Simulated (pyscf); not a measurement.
Single points on ωB97X-D3(BJ)/def2-SVP structures (PySCF, gas phase). Correlated levels are frozen-core, on RHF or UHF. ΔMP2 is the change of the MP2 total energy from the triple- to the quadruple-zeta basis.

Q: For the elementary gas-phase step NH₂• + NH₂• -> •HN–NH₂ + H• (triplet surface; H–N broken, N–N formed), what barrier and reaction energy does CCSD(T)/def2-TZVPP + ΔMP2(QZVPP) give, measured from the separated reactants?

A: ΔE‡ = 1.63 eV, ΔE = +0.77 eV. Zero-point energy shifts the barrier by +0.09 eV. It is a substitution at N, with an imaginary mode of 1549i cm⁻¹. NH₂• + NH₂• also meet on a surface of lower spin, which isn't treated here. •HN–NH₂ + H• also meet on a surface of lower spin, which isn't treated here. One saddle was located; it need not be the lowest between these sides. The angle at the attacked N is 158°. The CCSD(T) − MP2 part came from Ansatz, without density fitting, on the same reference.
